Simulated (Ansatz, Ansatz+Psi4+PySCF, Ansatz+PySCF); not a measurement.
```xyz
4

H     0.0000    0.5813   -0.9171
O     0.0000   -0.3942   -0.9026
O     0.0000   -0.6261    0.5836
O     0.0000    0.4390    1.2361
```

Basis set: cc-pVTZ (spherical functions). Left uncorrelated: 3 orbitals. Correlation on ROHF uses semicanonical orbitals with singles. Charge 0, multiplicity 2.

Computed with Ansatz (development build ahead of 0.2.0); each method stands on the lowest determinant of its kind that the runs found.

**Question.** Give the atomization energy at this shape (free ground-state atoms in the same class of orbitals less the molecule, no zero-point energy) of doublet HO3 by ROHF-CCSD(T), UHF-CCSD(T), ROHF-MP2, UHF-MP2, UHF.

**Answer.**

```csv
method,atomization energy
ROHF-CCSD(T),9.48 eV
UHF-CCSD(T),9.45 eV
ROHF-MP2,9.73 eV
UHF-MP2,9.36 eV
UHF,2.51 eV
```

Caution for ROHF-CCSD(T), ROHF-MP2: large amplitudes, a single reference is doubtful. Caution for UHF-CCSD(T), UHF-MP2, UHF: the unrestricted determinant is spin contaminated. Caution for ROHF-MP2, UHF-MP2: forces differ strongly between restricted and unrestricted references. Caution for UHF-MP2: MP2 forces lie far from those of the mean fields.
